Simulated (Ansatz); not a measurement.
# CHAl+ (doublet): wave-function methods side by side, def2-TZVPP

The task here is to estimate one member of a computed series from the others.

The runs use Ansatz 0.2.0, Gaussian basis; def2-TZVPP, core rule «outside noble gas», up to 6 orbitals frozen.

The runs, in order: UHF; ROHF; CCSD(T) on UHF.

2 further runs of the same task are left out: 2 set aside as unsound or not needed.

## The geometry

The geometry is a PBE0/def2-TZVP stationary point (not a proven minimum) of the parent state, kept for this charge and spin.

3 atoms, charge 1, spin multiplicity 2.

Atoms are counted from 1 here; the program's logs count them from 0.

Bond lengths: Al1–C2 1.924 Å, Al1–H3 1.591 Å. Angles: C2–Al1–H3 180.0°.

Set-up of the first run:

in.yaml

```yaml
crystal:
  periodic: [false, false, false]
  atoms:
    - {symbol: Al, position_ang: [0.000000, 0.000000, 0.110806]}
    - {symbol: C, position_ang: [0.000000, 0.000000, -1.812723]}
    - {symbol: H, position_ang: [0.000000, 0.000000, 1.701917]}
basis:
  gaussian: {orbitals: def2-TZVPP}
total_charge: 1
magnetization: {spin_polarized: true, initial_magnetization: 1}
hamiltonian: {xc: hf}
output: {orbitals: {seedname: orbitals}}
```

The run is started by

```sh
ansatz run in.yaml --threads 1 --pin off --events-out ev --progress --plain --max-ram 4096MiB --backend cpu
```

Among the steps run: UHF; ROHF; CCSD(T) on UHF.

One table of the session follows, with a row left open; its other results are not shown here.

It belongs to the step «Misses and costs». 

```
  method  from UCCSD(T) (meV)
    ROHF              +5304.4
     UHF              +4510.3
    UMP2              +1229.7
   UCCSD                    ?
UCCSD(T)                    0
```

Estimate the missing values for UCCSD.

As computed: from UCCSD(T) (meV): +245.4. In the column «from UCCSD(T) (meV)» it lies between UCCSD(T) (0) and UMP2 (+1229.7).

The program flags UCCSD(T) as in doubt (see the logs), so the zero of the table is itself unsure.

Limits of these values: The determinant is far from a pure spin state, so its energy mixes those of several spin states (harmless only where they are near-degenerate, as at dissociation). The program flags UCCSD(T) as in doubt, so the zero of the table is itself unsure.
